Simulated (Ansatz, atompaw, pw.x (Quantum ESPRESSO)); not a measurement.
From atom to crystal: PAW (atompaw) potential for Ta (Z = 73)

Ta (Z = 73), PAW, made with atompaw 4.2.0.5 (LDA (PW92), scalar-relativistic). Core [Kr] 4d10 4f14, reference 5s2 5p6 5d3 6s1.5 6p0.5. Waves: 5s (bound): rc 1.55 bohr; 6s (bound): rc 2.25 bohr; 5p (bound): rc 1.90 bohr; 6p (bound): rc 2.65 bohr; 5d (bound): rc 2.10 bohr; 5d channel at 0.05 Ry: rc 2.10 bohr. Local part: bessel scheme, radius 1.95 bohr. Core correction: smooth core density matched at 2.55 bohr. Augmentation charge: besselshape compensation charge, radius 2.45 bohr; PAW radius 2.65 bohr; waves and projectors: custom polynom gramschmidtortho.

Crystal test: fcc Ta in pw.x 7.5, no spin, 14³ k-points, Fermi–Dirac smearing 0.01 Ry, cutoffs 50/500 Ry. The reference is all-electron LAPW (Ansatz 0.2.0) with the same functional, mesh and smearing; V0 and B0 come from Birch–Murnaghan fits to the pressures at five volumes. Errors are pseudo minus all-electron; Δ is the rms difference of the E(V) curves that follow from these fits, minima aligned, over ±6 % about the mean V0. Mesh and smearing are coarse, so the numbers serve the comparison and aren't converged zero-temperature values; the lattice is a test structure that the element need not adopt.

```csv
V (Å³/atom),P all-electron (GPa),P pseudo (GPa)
16.944,10.56,9.66
17.390,4.48,3.64
17.836,-0.93,-1.72
18.282,-5.75,-6.49
18.728,-10.03,-10.74
```

All-electron: a0 = 4.141 Å (V0 = 17.76 Å³/atom), B0 = 207.3 GPa.

Pseudopotential: mean pressure error (GPa): -0.80; a0 (Å): 4.136; a0 error (%): -0.13; B0 error (%): +0.5; Δ (meV/atom): 3.1.

Question: At the middle volume, how do free energy and pressure move when the wave cutoff is lowered (ecutrho held at 500 Ry)?

Answer:

| cutoff (Ry) | shift of F (meV/atom) | shift of P (GPa) |
| --- | --- | --- |
| 22 | +161.1 | -0.38 |
| 30 | +82.0 | -2.80 |
| 40 | +2.5 | -0.15 |

The run at the middle volume (104 k-points, 7 iterations) took about 12 s on one core of a shared host (Intel(R) Xeon(R) Platinum 8375C CPU @ 2.90GHz, 128 threads, 992 GiB, load 40).
